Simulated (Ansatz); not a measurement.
Relaxation of C$_{3}$H$_{5}$ClO (10 atoms, charge 0, multiplicity 1), to a largest force component of 0.02 eV/Å in at most 50 steps.

Theory: RKS B3LYP-D4/def2-SVP in Ansatz 0.2.0.

```xyz
10
Properties=species:S:1:pos:R:3
O -1.534 -0.769 1.013
C -0.333 -0.964 0.382
C 0.360 0.338 0.246
C 0.897 0.853 -0.902
Cl 1.657 2.328 -1.020
H -2.041 -0.030 0.474
H 0.267 -1.650 1.016
H -0.464 -1.423 -0.593
H 0.577 0.892 1.230
H 0.696 0.375 -1.843
```

Q: Where does it end, and by what steps?

A: It converged. After 8 steps the energy has fallen by 0.407 eV; H6 moved furthest, 0.10 Å.

```
step  energy less start (eV)  largest force component (eV/Å)  accepted
   0                  0.0000                           3.151       yes
   1                 -0.2728                           2.228       yes
   2                 -0.3635                           1.005       yes
   3                 -0.2779                           2.006        no
   4                 -0.4032                           0.356       yes
   5                 -0.4033                           0.208       yes
   6                 -0.4071                           0.037       yes
   7                 -0.4073                           0.022       yes
   8                 -0.4073                           0.007       yes
```

```xyz
10
Properties=species:S:1:pos:R:3
O -1.587 -0.770 1.013
C -0.333 -0.936 0.382
C 0.427 0.356 0.276
C 0.847 0.855 -0.889
Cl 1.719 2.352 -1.042
H -2.087 -0.116 0.505
H 0.228 -1.644 1.016
H -0.422 -1.405 -0.619
H 0.609 0.903 1.207
H 0.681 0.354 -1.847
```

Whether the end is a true minimum wasn't checked by a vibrational analysis.

The run took 12 s on 2 threads of INTEL(R) XEON(R) PLATINUM 8581C CPU @ 2.30GHz (Emerald Rapids) (shared host), peak memory 0.23 GiB.
